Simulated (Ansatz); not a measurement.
Input file:

```yaml
crystal:
  periodic: [false, false, false]
  atoms:
    - {symbol: B, position_ang: [-0.200976, 0.000000, 0.000000]}
    - {symbol: H, position_ang: [-0.797709, 1.033571, 0.000000]}
    - {symbol: H, position_ang: [-0.797709, -1.033571, 0.000000]}
    - {symbol: H, position_ang: [1.503024, 0.000000, 0.000000]}
    - {symbol: H, position_ang: [2.248024, 0.000000, 0.000000]}
basis:
  gaussian: {orbitals: 6-31G}
magnetization: {spin_polarized: true, initial_magnetization: 1}
correlation: {method: ccsdtq, electrons: outside_noble_gas}
```

```sh
$ ansatz run in.yaml --threads 1 --pin off --events-out ev --progress --plain --max-ram 2393MiB
```

The program prints:

```
384 factors; integrals over basis functions are off by at most 6.9e-8 eV
mean field evaluation 1: about -729.5757 eV, gradient 7.7e0 eV
mean field evaluation 2: about -729.5713 eV, gradient 7.7e0 eV
mean field evaluation 4: about -730.3403 eV, gradient 8.7e-1 eV
mean field evaluation 8: about -730.3553 eV, gradient 7.2e-3 eV
mean field evaluation 16: about -730.3615 eV, gradient 2.9e-2 eV
mean field evaluation 32: about -729.3800 eV, gradient 3.0e-5 eV
mean field evaluation 64: about -729.3800 eV, gradient 3.4e-3 eV
mean field -730.35533688 eV, -26.8400635778 hartree, gradient 9.2e-6 eV, S^2 0.763934; 7 other end points of the search recorded, 0 dependent functions left out
determinant -730.35533688 eV, -26.8400635778 hartree, with singles and doubles -732.52730044 eV, -26.9198817663 hartree
determinant -729.37995137 eV, -26.8042188214 hartree, with singles and doubles -731.73173080 eV, -26.8906451214 hartree
1 core orbitals not correlated: weight in the atoms' cores, before any rotation towards them, 1.000 or more for the frozen orbitals, at most 0.000 for the correlated occupied ones
reference -730.35533688 eV, -26.8400635778 hartree; 4, 3 occupied and 12, 13 virtual orbitals, 384 factors
second order -1.58359535 eV of doubles, -0.00000000 eV of singles
cycle   1  -1.97784628 eV  change   -3.9e-1 eV  update   4.8e-2
cycle   2  -2.18607441 eV  change   -2.1e-1 eV  update   2.2e-2
cycle   3  -2.20382471 eV  change   -1.8e-2 eV  update   7.1e-3
cycle   4  -2.20585206 eV  change   -2.0e-3 eV  update   2.0e-3
cycle   5  -2.20570842 eV  change    1.4e-4 eV  update   7.5e-4
cycle   6  -2.20571991 eV  change   -1.1e-5 eV  update   2.7e-4
cycle   7  -2.20579132 eV  change   -7.1e-5 eV  update   1.1e-4
cycle   8  -2.20579630 eV  change   -5.0e-6 eV  update   3.4e-5
cycle   9  -2.20578650 eV  change    9.8e-6 eV  update   1.3e-5
cycle  10  -2.20578774 eV  change   -1.2e-6 eV  update   4.9e-6
cycle  11  -2.20578827 eV  change   -5.3e-7 eV  update   2.0e-6
cycle  12  -2.20578838 eV  change   -1.0e-7 eV  update   7.3e-7
Total energy: -732.56112526 eV, -26.9211248054 hartree
```

For the same geometry and basis full CI lies 0.0 meV higher.

Ran on 1 thread of Intel Xeon Platinum 8488C, shared host: 12 s wall, 0.18 GiB peak host memory.
